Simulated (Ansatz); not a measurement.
**Relaxing Co2Br**

Theory: Ansatz 0.2.0, DFT PBE, scalar-relativistic, plane waves, PAW. Cutoff 420 eV, Γ-centred k mesh, Gaussian smearing, collinear spin, first started from parallel moments.

The start puts Co2Br on the Cu2Sb structure type (P4/nmm, No. 129), with Br in place of Sb, Co in place of Cu, at a guessed volume.

```
Co Br
1.0
     3.92097    0.00000    0.00000
     0.00000    3.92097    0.00000
     0.00000    0.00000    5.98262
Co Br
4 2
Cartesian
  0.0000 0.0000 0.0000
  1.9605 1.9605 0.0000
  0.0000 1.9605 1.6153
  1.9605 0.0000 4.3673
  0.0000 1.9605 4.1878
  1.9605 0.0000 1.7948
```

Cell and atoms relax at zero pressure; the relaxation can't lower the symmetry of the start. After a coarse first stage the cell is made exact in the group found at 0.06 Å.

Energies over the elements count from the elements' standard structures at the same level, with no empirical corrections.

Task: Describe the relaxed structure.

Result: It keeps P4/nmm (No. 129), but not the shape of the type it started on. Conventional cell: a = 3.389 Å, c = 10.015 Å. Co on Wyckoff site a (2 atoms of the primitive cell) has 8 Co at 2.40–2.42 Å; Co on Wyckoff site c (2 atoms of the primitive cell) has 4 Co at 2.42 Å and 4 Br at 2.75 Å; Br has 4 Co at 2.75 Å, 4 Br at 3.39 Å and 4 Co at 3.51 Å.

```xyz
6
Lattice="3.3889 0.0000 0.0000 0.0000 3.3889 0.0000 0.0000 0.0000 10.0154" Properties=species:S:1:pos:R:3 pbc="T T T"
Co    0.0000    0.0000    0.0000
Co    1.6945    1.6945    0.0000
Co    0.0000    1.6945    1.7246
Co    1.6945    0.0000    8.2908
Br    0.0000    1.6945    6.9449
Br    1.6945    0.0000    3.0705
```

Task: What are its volume, energy, gap and moment?

Result: The volume per atom is 19.2 Å³. The density is 5.7 g/cm³ and the energy over the elements is 0.30 eV/atom. The gap on the 12×12×4 mesh is 0 eV (a metal). The net moment per atom is 1.37 μB. The largest site moment is 2.10 μB.

The final run used a 12×12×4 mesh on its 6-atom cell and 0.10 eV smearing. The k mesh leaves about 4 meV/atom of noise in metals. No dispersion correction is applied, so the spacing between layers, chains or molecules is poorly fixed, and with it the volume and density. Symmetry constrained the relaxation, so the result can be a saddle point.

Cost: 4 runs of about 7.9 core-minutes in all, on AMD EPYC 9R45 (Zen 5) (shared hosts).